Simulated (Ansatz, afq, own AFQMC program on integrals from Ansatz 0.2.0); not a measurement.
Integrals from Ansatz 0.2.0, then the random walk in our own AFQMC program (afq).

```yaml
crystal:
  periodic: [false, false, false]
  atoms:
    - {symbol: Pt, position_ang: [0.004818, 0.000000, 0.174084]}
    - {symbol: O, position_ang: [-0.110390, 0.000000, -1.857469]}
    - {symbol: H, position_ang: [0.409891, -0.777259, -2.104556]}
    - {symbol: H, position_ang: [0.409892, 0.777259, -2.104556]}
basis:
  gaussian: {orbitals: def2-TZVPP}
magnetization: {spin_polarized: false}
correlation: {method: ccsd_t, electrons: outside_noble_gas, hamiltonian_folder: ham}
```

```sh
$ ansatz run in.yaml --threads 1 --pin off --events-out ev --progress --plain --max-ram 16896MiB --backend cuda --devices 0, --max-vram 18GiB
```

afq runs on the folder ham with

```
--method phaseless --trial cisd --walkers 2700 --populations 20 --least-time 60 --time-step 0.005 --steps-per-block 50 --equilibration-blocks 40 --max-blocks 4000 --target-error 0.00026 --factor-cut 1e-05 --seed 5338 --release-times 0.24,0.6,1.2,1.8,2.6 --release-step 0.04 --release-every 4 --taylor-order 6
```

Times are imaginary, in 1/Eh. The walk had a cap of 365 s. With eight or more populations the least sampling time is a fifth of least-time, and the error comes from their spread. Core potentials past Kr, no spin–orbit coupling.

Output of the walk:

```
orbitals 110  electrons 9 9  factors 748 of 748
reference energy -194.42933507 Eh
CCSD correlation -0.60257072 Eh in 18 cycles, weight of the determinant in the CISD state 0.8440
energy of the start -195.031908 Eh
 block  time / (1/Eh)  mean weight  energy / Eh
     1     0.250  0.9996  -195.023956
     2     0.500  1.0005  -195.036695
     3     0.750  0.9998  -195.042926
     4     1.000  1.0003  -195.048457
     5     1.250  0.9996  -195.050873
     8     2.000  1.0010  -195.051833
    11     2.750  1.0002  -195.054548
    26     6.500  0.9996  -195.055947
    41    10.250  0.9995  -195.055695
    56    14.000  1.0002  -195.058886
    71    17.750  1.0002  -195.059792
    86    21.500  1.0001  -195.057585
   101    25.250  0.9997  -195.059106
   116    29.000  0.9998  -195.055422
   131    32.750  0.9999  -195.058004
   146    36.500  0.9994  -195.059028
   161    40.250  1.0001  -195.056425
   171    42.750  1.0002  -195.063518
   176    44.000  1.0006  -195.058641
   191    47.750  0.9996  -195.059533
   206    51.500  0.9999  -195.056348
   211    52.750  0.9995  -195.057199
error from the spread of 20 populations
released: time / (1/Eh)  energy / Eh  error  mean overlap
  0.24  -195.059530  0.000352  0.9947
  0.60  -195.059955  0.000324  0.9856
  1.20  -195.060204  0.000471  0.9762
  1.80  -195.059765  0.000507  0.9727
  2.60  -195.059216  0.000979  0.9757
energy -195.058621 +/- 0.000312 Eh
(rows thinned)
```

The run passed its tests (sampling time, drift between the halves within three errors, error under three times the target), which doesn't prove that it has relaxed, ending at its cap on processor time.

Against this walk (error 8.5 meV) on the same determinant: CCSD(T) 2.1 meV lower (within the noise). The error is statistical and leaves out the bias of the constraint. None of these is a sure reference here. Released to 1.80 1/Eh the energy moves by -31 ± 16 meV (both errors), within twice the noise.

Cautions: constraint bias not in the error; error above the target (8.5 against 7.1 meV); no spin-orbit coupling; outer-core shells of the metal frozen; higher spins were not checked; restricted determinant unstable towards unrestricted (UHF 292 meV lower, ⟨S²⟩ 0.69).

The walk took 6.1 min on 1 × NVIDIA H100 80GB HBM3 with 2 threads of AMD EPYC 7R13 Processor (Zen 3) (shared host) (the card was shared). The log's last line is the phaseless energy.

A walk keeps the symmetry of its determinant, which the program's search chose and which needn't be the lowest solution, so a lower state of the same spin and another symmetry isn't excluded.
